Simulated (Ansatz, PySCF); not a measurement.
Wanted: the gas-phase enthalpy of formation of CSC [methylsulfanylmethane] at 298 K. Reaction (SMILES): CSC [methylsulfanylmethane] + S (H2S) -> 2 CS (CH4S); bond separation energy.

Structures are relaxed separately at B3LYP-D3(BJ)/def2-TZVP in Ansatz (a first-principles code). Cores are frozen in the correlated levels unless marked. UHF or UKS for open shells. Spin-orbit coupling is left out. Non-relativistic. CBS marks a two-point X^-3 extrapolation of the correlation energy; Hartree-Fock from the larger set. [CCSD(T)-MP2]/basis is that difference in the basis named. Thermal terms are rigid-rotor harmonic-oscillator values from B3LYP-D3(BJ) frequencies (PySCF) at 298.15 K and 1 atm. 1 Eh = 627.5095 kcal/mol. PBE is always shown; the other two functionals were drawn at random. The atomisation route leaves out scalar relativity and anharmonic zero-point terms, the atoms' spin-orbit terms, and in the frozen-core level the core correlation. Atomic data: G2/97 table in ASE.

Tabulated enthalpies of formation of the partners: CS (CH4S) -5.5 kcal/mol, G2/97 table; S (H2S) -4.9 kcal/mol, G2/97 table. G2/97 and CRC values are older and not checked against later work.

| level | computed ΔH of the reaction (kcal/mol) | ΔHf by atomisation and measured atoms (kcal/mol) |
|---|---|---|
| PBE/def2-TZVPD (Ansatz) | 2.7 | -17.2 |
| B3LYP-D3(BJ)/def2-TZVPD (Ansatz + dftd3) | 2.8 | -9.8 |
| PBE0-D4/def2-TZVPD (Ansatz + dftd4) | 3.0 | -11.6 |
| RI-MP2/CBS(aug-cc-pV(T+d)Z,aug-cc-pV(Q+d)Z)+[CCSD(T)-MP2]/aug-cc-pV(T+d)Z (Ansatz) | 3.1 | -10.0 |

Task: Derive ΔHf from the reaction at each level, and compare how far the levels part by the two routes.

Result: 
The partners sum to -6.1 kcal/mol (products minus other reactants), so ΔHf = (-6.1 - ΔH):
- PBE/def2-TZVPD: -8.8; errors +0.1 by the reaction, -8.3 by atomisation
- B3LYP-D3(BJ)/def2-TZVPD: -8.9; errors +0.0 by the reaction, -0.9 by atomisation
- PBE0-D4/def2-TZVPD: -9.1; errors -0.2 by the reaction, -2.7 by atomisation
- RI-MP2/CBS(aug-cc-pV(T+d)Z,aug-cc-pV(Q+d)Z)+[CCSD(T)-MP2]/aug-cc-pV(T+d)Z: -9.2; errors -0.3 by the reaction, -1.1 by atomisation
All levels span 0.4 kcal/mol by the reaction and 7.4 by atomisation; without PBE they span 0.3 and 1.8. The errors are against the measured -8.9 kcal/mol (G2/97 table).
